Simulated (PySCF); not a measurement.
Isomers of C2H2N2O, one conformer each; single-point electronic energies without zero-point terms and without any empirical dispersion term.

Computed with PySCF at wB97X-D/pcSseg-2, non-relativistic, each on one gas-phase PBE0-D3(BJ)/def2-TZVP geometry that isn't relaxed in the solvent. The solvent is an IEF-PCM continuum (van der Waals radii × 1.2). Only the electrostatic response of the medium enters.

```csv
isomer,"relative energy, gas (kcal/mol)",dipole (D)
cyanoformamide (`N#CC(N)=O`),0.0,4.70
"1,3,4-oxdiazole (`c1nnco1`)",21.0,3.30
```

**Question.** How do the relative energies look in chloroform (ε = 4.711)?

**Answer.** 
```tsv
isomer	relative energy, solvent (kcal/mol)	E(solvent) − E(gas) (kcal/mol)	dipole in solvent (D)
cyanoformamide (`N#CC(N)=O`)	0.0	-8.0	5.65
1,3,4-oxdiazole (`c1nnco1`)	23.2	-5.8	4.07
```

The order is unchanged. Conformers: `[N:1]#[C:2][C:3]([NH2:4])=[O:5]` with C2–C3–N4–H 180° and 0°. cyanoformamide (`N#CC(N)=O`) gains most from the continuum, and it has the largest gas-phase dipole. The gains span 2.2 kcal/mol, the gas-phase energies 21.0 kcal/mol.
